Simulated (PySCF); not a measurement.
## Worked example for nitroxyl: electron affinity to the radical anion

Structure: `N=O` (HNO).

These are calculated values, ωB97X-D3(BJ)/ma-def2-TZVP in PySCF (grid level 2) at geometries from PBE0-D3(BJ)/ma-def2-SVP. The prefix ma- adds one diffuse s and one diffuse p function on all atoms but H. ωB97X-D3(BJ) is ωB97X-V with D3(BJ) in place of VV10. Zero-point energies come from unscaled PBE0-D3(BJ)/ma-def2-SVP harmonic frequencies.

```
        state      structure       E / Eh
       parent         parent  -130.554236
radical anion         parent  -130.554742
radical anion  radical anion  -130.571966
       parent  radical anion  -130.538338
```

Zero-point energy of the radical anion less that of the parent: -0.041 eV. 1 Eh = 27.2114 eV.

Work out the vertical and adiabatic electron affinity.

Vertical: (-130.554236) − (-130.554742) = 0.000506 Eh = 0.01 eV. Adiabatic: 0.017730 Eh = 0.482 eV, and 0.52 eV with zero-point energy.

And the inner reorganisation energy of self-exchange?

The radical anion relaxes by 468.7 meV and the parent by 432.6 meV, so λ = 901 meV.
